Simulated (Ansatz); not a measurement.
**Cl2H3Si with multiplicity 2: two geometries relaxed**

Are the two ends of the reaction (atom abstraction by a radical) separate minima, and which lies lower? Each is relaxed from a guess. Meant to form: Cl2–Cl6; to break: Si1–Cl2. The start is a guess near the saddle point, from which both ends are pulled out.

Method: UKS PBE/def2-SVP, in Ansatz 0.2.0.

### 1 Starting point

Bond lengths: Si1–Cl2 2.380 Å, Si1–H3 1.460 Å, Si1–H4 1.459 Å, Si1–H5 1.459 Å, Cl2–Cl6 2.340 Å. Angles: Si1–Cl2–Cl6 180.0°, Cl2–Si1–H3 109.5°, Cl2–Si1–H4 109.5°, Cl2–Si1–H5 109.5°, H3–Si1–H4 109.5°, H3–Si1–H5 109.5°, H4–Si1–H5 109.5°.

As a file:

```xyz
6

Si    0.0000    0.0000    0.0000
Cl    0.0000    0.0000    2.3800
H     1.3768    0.0000   -0.4862
H    -0.6877    1.1914   -0.4862
H    -0.6877   -1.1914   -0.4862
Cl    0.0000    0.0000    4.7200
```

### 2 A restrained relaxation towards end A

Springs on the bonds that form and break draw the guess towards this end; the thresholds are loose.

File input.yaml:

```yaml
crystal:
  periodic: [false, false, false]
  atoms:
    - { symbol: Si, position_ang: [0.0, 0.0, 0.0] }
    - { symbol: Cl, position_ang: [0.0, 0.0, 2.38] }
    - { symbol: H, position_ang: [1.3768, 0.0, -0.4862] }
    - { symbol: H, position_ang: [-0.6877, 1.1914, -0.4862] }
    - { symbol: H, position_ang: [-0.6877, -1.1914, -0.4862] }
    - { symbol: Cl, position_ang: [0.0, 0.0, 4.72] }
magnetization:
  spin_polarized: true
  initial_magnetization: 1
basis:
  gaussian: { orbitals: def2-SVP }
hamiltonian:
  xc: pbe
relax:
  f_tol: 0.15
  max_steps: 25
  restrain:
    - { distance: [1, 5], at: 3.24, k: 30.0 }
    - { distance: [0, 1], at: 2.13, k: 30.0 }
```

On the command line:

```
$ ansatz run input.yaml --threads 2 --pin off --max-ram 3072MiB --backend cpu --events-out ev --progress --plain --runs-dir out
```

Output, shortened:

```text
Warning: RAYON_NUM_THREADS=2 ignored (pool sized by the plan → 2); use --threads N
[...]
Functional definition: PBE
[...]
760 factors; their error is unknown
[...]
mean field -32945.27108910 eV, -1210.7163814176 hartree, gradient 2.0e-5 eV, S^2 0.752848; 6 other end points of the search recorded, 0 dependent functions left out
[...]
reference -32945.27112056 eV, -1210.7163825737 hartree; 26, 25 occupied and 43, 44 virtual orbitals, 760 factors
relax step   1: F+E_penalty+E_count = -32945.27108910 eV  Δ(F+E_penalty+E_count) = +0.000e0 eV  max|allowed force component| = 2.937e0 eV/Å  E_restraint = 13.08750000 eV  max|allowed force component, restraints' pulls added| = 3.744e1 eV/Å  Δτ_max = 0.0000 Å  (165 SCF iters, accepted)
[...]
relax step   3: F+E_penalty+E_count = -32945.89925406 eV  Δ(F+E_penalty+E_count) = -6.251e-2 eV  max|allowed force component| = 5.673e-1 eV/Å  E_restraint = 0.57986935 eV  max|allowed force component, restraints' pulls added| = 5.500e0 eV/Å  Δτ_max = 0.1949 Å  (49 SCF iters, accepted)
[...]
relax step   4: F+E_penalty+E_count = -32945.89889112 eV  Δ(F+E_penalty+E_count) = +3.629e-4 eV  max|allowed force component| = 4.540e-1 eV/Å  E_restraint = 0.00169664 eV  max|allowed force component, restraints' pulls added| = 1.453e-1 eV/Å  Δτ_max = 0.1898 Å  (50 SCF iters, accepted)
  distance Cl 1 - Cl 5 = 3.2376 Å
  distance Si 0 - Cl 1 = 2.1196 Å
760 factors; their error is unknown
[...]
mean field -32945.89889112 eV, -1210.7394527162 hartree, gradient 5.6e-6 eV, S^2 0.751479; 11 other end points of the search recorded, 0 dependent functions left out
[...]
reference -32945.89892289 eV, -1210.7394538837 hartree; 26, 25 occupied and 43, 44 virtual orbitals, 760 factors
Total energy: -32945.89892289 eV, -1210.7394538837 hartree
Atom 0 at     0.000344     0.000000    -0.072841 Å, force    -0.003748    -0.000000     0.454006 eV/Å
Atom 1 at    -0.002903     0.000000     2.046785 Å, force    -0.001429    -0.000000    -0.385807 eV/Å
Atom 2 at     1.431094    -0.000000    -0.537249 Å, force    -0.094112    -0.000000     0.005712 eV/Å
Atom 3 at    -0.714531     1.238640    -0.539862 Å, force     0.049235    -0.083827     0.007140 eV/Å
Atom 4 at    -0.714531    -1.238640    -0.539862 Å, force     0.049235     0.083827     0.007140 eV/Å
Atom 5 at     0.001927    -0.000000     5.284428 Å, force     0.000819     0.000000    -0.088191 eV/Å
Dipole moment:     0.000501     0.000000    -0.455419 e Å
```

It took 23 s on 2 threads of Arm Neoverse V2, shared host; peak memory 0.16 GiB.

Step by step:

| step | energy from step 1 (eV) | largest force component (eV/Å) |
| --- | --- | --- |
| 1 | 0.0000 | 2.9372 |
| 2 | -0.5657 | 1.2130 |
| 3 | -0.6282 | 0.5673 |
| 4 | -0.6278 | 0.4540 |

Step 1 is the start. Energies and forces in the table leave out the springs, which the log lists apart; the run stops on the force with the springs' pull added.

After: Bond lengths: Si1–Cl2 2.120 Å, Si1–H3 1.504 Å, Si1–H4 1.504 Å, Si1–H5 1.504 Å. Angles: Cl2–Si1–H3 108.1°, Cl2–Si1–H4 108.0°, Cl2–Si1–H5 108.0°, H3–Si1–H4 110.9°, H3–Si1–H5 110.9°, H4–Si1–H5 110.8°.

Pairs that crossed the distance rule for bonds on the way: moved apart Cl2–Cl6.

### 3 End point A

It starts where the restrained run ended.

File input.yaml:

```yaml
crystal:
  periodic: [false, false, false]
  atoms:
    - { symbol: Si, position_ang: [0.000344, 0.0, -0.072841] }
    - { symbol: Cl, position_ang: [-0.002903, 0.0, 2.046785] }
    - { symbol: H, position_ang: [1.431094, 0.0, -0.537249] }
    - { symbol: H, position_ang: [-0.714531, 1.23864, -0.539862] }
    - { symbol: H, position_ang: [-0.714531, -1.23864, -0.539862] }
    - { symbol: Cl, position_ang: [0.001927, 0.0, 5.284428] }
magnetization:
  spin_polarized: true
  initial_magnetization: 1
basis:
  gaussian: { orbitals: def2-SVP }
hamiltonian:
  xc: pbe
relax:
  f_tol: 0.03
  max_steps: 50
```

On the command line:

```
$ ansatz run input.yaml --threads 2 --pin off --max-ram 3072MiB --backend cpu --events-out ev --progress --plain --runs-dir out
```

Output, shortened:

```text
Warning: RAYON_NUM_THREADS=2 ignored (pool sized by the plan → 2); use --threads N
[...]
[... 1 set-up line as earlier in the session ...]
[...]
760 factors; their error is unknown
[...]
mean field -32945.89889115 eV, -1210.7394527173 hartree, gradient 1.4e-7 eV, S^2 0.751479; 12 other end points of the search recorded, 0 dependent functions left out
[...]
reference -32945.89892292 eV, -1210.7394538848 hartree; 26, 25 occupied and 43, 44 virtual orbitals, 760 factors
relax step   1: F+E_penalty+E_count = -32945.89889115 eV  Δ(F+E_penalty+E_count) = +0.000e0 eV  max|allowed force component| = 4.540e-1 eV/Å  Δτ_max = 0.0000 Å  (500 SCF iters, accepted)
[...]
relax step   5: F+E_penalty+E_count = -32945.92066325 eV  Δ(F+E_penalty+E_count) = +1.397e-3 eV  max|allowed force component| = 2.091e-1 eV/Å  Δτ_max = 0.1951 Å  (43 SCF iters, rejected (line search))
[...]
760 factors; their error is unknown
[...]
mean field -32946.21140203 eV, -1210.7509372805 hartree, gradient 1.9e-5 eV, S^2 0.751202; 9 other end points of the search recorded, 0 dependent functions left out
[...]
reference -32946.21143082 eV, -1210.7509383385 hartree; 26, 25 occupied and 43, 44 virtual orbitals, 760 factors
Total energy: -32946.21143082 eV, -1210.7509383385 hartree
Atom 0 at    -0.092969     0.000000     0.254318 Å, force     0.000523    -0.000000    -0.000491 eV/Å
Atom 1 at    -1.239530    -0.000000     2.032752 Å, force    -0.000436     0.000000     0.001201 eV/Å
Atom 2 at     1.348838     0.000000     0.642311 Å, force     0.000061     0.000000     0.001107 eV/Å
Atom 3 at    -0.470384     1.232565    -0.508913 Å, force    -0.000112    -0.000281    -0.000469 eV/Å
Atom 4 at    -0.470384    -1.232565    -0.508913 Å, force    -0.000112     0.000281    -0.000469 eV/Å
Atom 5 at     0.925829     0.000000     3.729845 Å, force     0.000075    -0.000000    -0.000879 eV/Å
Dipole moment:    -0.097831     0.000000    -0.628620 e Å
```

Run time: 45 s. Hardware: 2 threads of Arm Neoverse V2, shared host; peak memory 0.15 GiB.

The steps of the relaxation:

| step | energy from step 1 (eV) | largest force component (eV/Å) |
| --- | --- | --- |
| 1 | 0.0000 | 0.4540 |
| 2 | -0.0094 | 0.1065 |
| 3 | -0.0124 | 0.1325 |
| 4 | -0.0232 | 0.2897 |
| 5x | -0.0218 | 0.2092 |
| 6 | -0.0313 | 0.0768 |
| 7 | -0.0429 | 0.1298 |
| 8 | -0.0761 | 0.2485 |
| 9 | -0.1342 | 0.2167 |
| 10 | -0.1722 | 0.2132 |
| 11 | -0.2116 | 0.2679 |
| 12 | -0.2438 | 0.2592 |
| 13 | -0.2742 | 0.2265 |
| 14 | -0.2981 | 0.1709 |
| 15 | -0.3096 | 0.0913 |
| 16 | -0.3122 | 0.0305 |
| 17 | -0.3123 | 0.0835 |
| 18 | -0.3125 | 0.0012 |

Step 1 is the start. 1 step was tried and not accepted (5; marked x where the table lists them).

After: Bond lengths: Si1–Cl2 2.116 Å, Si1–H3 1.493 Å, Si1–H4 1.498 Å, Si1–H5 1.498 Å. Angles: Cl2–Si1–H3 107.7°, Cl2–Si1–H4 107.0°, Cl2–Si1–H5 107.0°, H3–Si1–H4 112.1°, H3–Si1–H5 112.1°, H4–Si1–H5 110.7°.

### 4 Pulling towards end B

Springs on the bonds that form and break draw the guess towards this end; the thresholds are loose.

File input.yaml:

```yaml
crystal:
  periodic: [false, false, false]
  atoms:
    - { symbol: Si, position_ang: [0.0, 0.0, 0.0] }
    - { symbol: Cl, position_ang: [0.0, 0.0, 2.38] }
    - { symbol: H, position_ang: [1.3768, 0.0, -0.4862] }
    - { symbol: H, position_ang: [-0.6877, 1.1914, -0.4862] }
    - { symbol: H, position_ang: [-0.6877, -1.1914, -0.4862] }
    - { symbol: Cl, position_ang: [0.0, 0.0, 4.72] }
magnetization:
  spin_polarized: true
  initial_magnetization: 1
basis:
  gaussian: { orbitals: def2-SVP }
hamiltonian:
  xc: pbe
relax:
  f_tol: 0.15
  max_steps: 25
  restrain:
    - { distance: [1, 5], at: 2.04, k: 30.0 }
    - { distance: [0, 1], at: 3.33, k: 30.0 }
```

On the command line:

```
$ ansatz run input.yaml --threads 2 --pin off --max-ram 3072MiB --backend cpu --events-out ev --progress --plain --runs-dir out
```

Output, shortened:

```text
Warning: RAYON_NUM_THREADS=2 ignored (pool sized by the plan → 2); use --threads N
[...]
[... 1 set-up line as earlier in the session ...]
[...]
760 factors; their error is unknown
[...]
mean field -32945.27108910 eV, -1210.7163814176 hartree, gradient 2.0e-5 eV, S^2 0.752848; 6 other end points of the search recorded, 0 dependent functions left out
[...]
reference -32945.27112056 eV, -1210.7163825737 hartree; 26, 25 occupied and 43, 44 virtual orbitals, 760 factors
relax step   1: F+E_penalty+E_count = -32945.27108910 eV  Δ(F+E_penalty+E_count) = +0.000e0 eV  max|allowed force component| = 2.937e0 eV/Å  E_restraint = 14.88750000 eV  max|allowed force component, restraints' pulls added| = 3.456e1 eV/Å  Δτ_max = 0.0000 Å  (165 SCF iters, accepted)
[...]
  distance Cl 1 - Cl 5 = 2.0694 Å
  distance Si 0 - Cl 1 = 3.3169 Å
760 factors; their error is unknown
[...]
mean field -32944.15424432 eV, -1210.6753381290 hartree, gradient 7.5e-6 eV, S^2 0.752750; 5 other end points of the search recorded, 0 dependent functions left out
[...]
reference -32944.15427553 eV, -1210.6753392759 hartree; 26, 25 occupied and 43, 44 virtual orbitals, 760 factors
Total energy: -32944.15427553 eV, -1210.6753392759 hartree
Atom 0 at     0.000388     0.000000    -0.324019 Å, force    -0.000108     0.000000     0.441098 eV/Å
Atom 1 at    -0.000261    -0.000000     2.992866 Å, force    -0.000096     0.000000    -1.303726 eV/Å
Atom 2 at     1.452353    -0.000000    -0.696524 Å, force    -0.013593     0.000000    -0.009567 eV/Å
Atom 3 at    -0.725577     1.257431    -0.696576 Å, force     0.006805    -0.011745    -0.009646 eV/Å
Atom 4 at    -0.725577    -1.257431    -0.696576 Å, force     0.006805     0.011745    -0.009646 eV/Å
Atom 5 at     0.000075    -0.000000     5.062229 Å, force     0.000187    -0.000000     0.891487 eV/Å
Dipole moment:     0.000077     0.000000    -0.584173 e Å
```

Wall time 14 s (2 threads of Arm Neoverse V2, shared host); peak memory 0.15 GiB.

Step by step:

| step | energy from step 1 (eV) | largest force component (eV/Å) |
| --- | --- | --- |
| 1 | 0.0000 | 2.9372 |
| 2 | 0.7721 | 2.3151 |
| 3 | 1.2424 | 2.3695 |
| 4 | 1.1598 | 1.3514 |
| 5 | 1.1116 | 1.1700 |
| 6 | 1.1168 | 1.3037 |

Step 1 is the start. Energies and forces in the table leave out the springs, which the log lists apart; the run stops on the force with the springs' pull added.

After: Bond lengths: Si1–H3 1.499 Å, Si1–H4 1.499 Å, Si1–H5 1.499 Å, Cl2–Cl6 2.069 Å. Angles: H3–Si1–H4 114.0°, H3–Si1–H5 114.0°, H4–Si1–H5 114.0°.

Pairs that crossed the distance rule for bonds on the way: moved apart Si1–Cl2.

### 5 Relaxing end B

It starts where the restrained run ended.

File input.yaml:

```yaml
crystal:
  periodic: [false, false, false]
  atoms:
    - { symbol: Si, position_ang: [0.000388, 0.0, -0.324019] }
    - { symbol: Cl, position_ang: [-0.000261, 0.0, 2.992866] }
    - { symbol: H, position_ang: [1.452353, 0.0, -0.696524] }
    - { symbol: H, position_ang: [-0.725577, 1.257431, -0.696576] }
    - { symbol: H, position_ang: [-0.725577, -1.257431, -0.696576] }
    - { symbol: Cl, position_ang: [7.5e-05, 0.0, 5.062229] }
magnetization:
  spin_polarized: true
  initial_magnetization: 1
basis:
  gaussian: { orbitals: def2-SVP }
hamiltonian:
  xc: pbe
relax:
  f_tol: 0.03
  max_steps: 50
output:
  orbitals: {}
```

On the command line:

```
$ ansatz run input.yaml --threads 2 --pin off --max-ram 3072MiB --backend cpu --events-out ev --progress --plain --runs-dir out
```

Output, shortened:

```text
Warning: RAYON_NUM_THREADS=2 ignored (pool sized by the plan → 2); use --threads N
[...]
[... 1 set-up line as earlier in the session ...]
[...]
760 factors; their error is unknown
[...]
mean field -32944.15424468 eV, -1210.6753381422 hartree, gradient 6.0e-6 eV, S^2 0.752750; 4 other end points of the search recorded, 0 dependent functions left out
[...]
reference -32944.15427589 eV, -1210.6753392892 hartree; 26, 25 occupied and 43, 44 virtual orbitals, 760 factors
relax step   1: F+E_penalty+E_count = -32944.15424468 eV  Δ(F+E_penalty+E_count) = +0.000e0 eV  max|allowed force component| = 1.304e0 eV/Å  Δτ_max = 0.0000 Å  (164 SCF iters, accepted)
[...]
relax step   5: F+E_penalty+E_count = -32945.78007291 eV  Δ(F+E_penalty+E_count) = -5.527e-1 eV  max|allowed force component| = 9.817e-1 eV/Å  Δτ_max = 0.1998 Å  (37 SCF iters, accepted)
[...]
760 factors; their error is unknown
[...]
mean field -32946.21131484 eV, -1210.7509340762 hartree, gradient 9.3e-6 eV, S^2 0.751202; 9 other end points of the search recorded, 0 dependent functions left out
[...]
reference -32946.21134363 eV, -1210.7509351344 hartree; 26, 25 occupied and 43, 44 virtual orbitals, 760 factors
Total energy: -32946.21134363 eV, -1210.7509351344 hartree
Atom 0 at    -0.092262     0.000000     0.253149 Å, force    -0.020340     0.000000     0.011792 eV/Å
Atom 1 at    -1.238801     0.000000     2.032232 Å, force     0.005687     0.000000    -0.001708 eV/Å
Atom 2 at     1.348858    -0.000000     0.640966 Å, force     0.012861    -0.000000     0.003154 eV/Å
Atom 3 at    -0.470969     1.232762    -0.508786 Å, force     0.001850     0.000983    -0.004517 eV/Å
Atom 4 at    -0.470969    -1.232762    -0.508786 Å, force     0.001850    -0.000983    -0.004517 eV/Å
Atom 5 at     0.925544    -0.000000     3.732625 Å, force    -0.001908    -0.000000    -0.004203 eV/Å
Dipole moment:    -0.096758    -0.000000    -0.630487 e Å
```

It took 33 s on 2 threads of Arm Neoverse V2, shared host; peak memory 0.15 GiB.

Step by step:

| step | energy from step 1 (eV) | largest force component (eV/Å) |
| --- | --- | --- |
| 1 | 0.0000 | 1.3037 |
| 2 | -0.2065 | 1.4548 |
| 3 | -0.5045 | 2.2576 |
| 4 | -1.0731 | 2.9879 |
| 5 | -1.6258 | 0.9817 |
| 6 | -1.7393 | 0.5175 |
| 7 | -1.7541 | 0.5790 |
| 8 | -1.7810 | 0.3819 |
| 9 | -1.8190 | 0.5074 |
| 10 | -1.8654 | 0.3668 |
| 11 | -1.9112 | 0.3971 |
| 12 | -1.9569 | 0.4023 |
| 13 | -1.9901 | 0.3923 |
| 14 | -2.0218 | 0.1587 |
| 15 | -2.0446 | 0.0647 |
| 16 | -2.0541 | 0.0996 |
| 17 | -2.0570 | 0.0508 |
| 18 | -2.0571 | 0.0203 |

Step 1 is the start.

After: Bond lengths: Si1–Cl2 2.117 Å, Si1–H3 1.492 Å, Si1–H4 1.498 Å, Si1–H5 1.498 Å. Angles: Cl2–Si1–H3 107.7°, Cl2–Si1–H4 106.9°, Cl2–Si1–H5 106.9°, H3–Si1–H4 112.1°, H3–Si1–H5 112.1°, H4–Si1–H5 110.8°.

Pairs that crossed the distance rule for bonds on the way: came closer Si1–Cl2; moved apart Cl2–Cl6.

### 6 Outcome

```
                           quantity                     value
                              end A  16 moves, 0.313 eV lower
                              end B  17 moves, 2.057 eV lower
largest difference between the ends                    0.00 Å
            end B relative to end A                 +0.000 eV
```

What this shows: Both starts fell into the same minimum (no atom differs by more than 0.00 Å), so from this start no second minimum was found and no band was run; another arrangement could still be one.
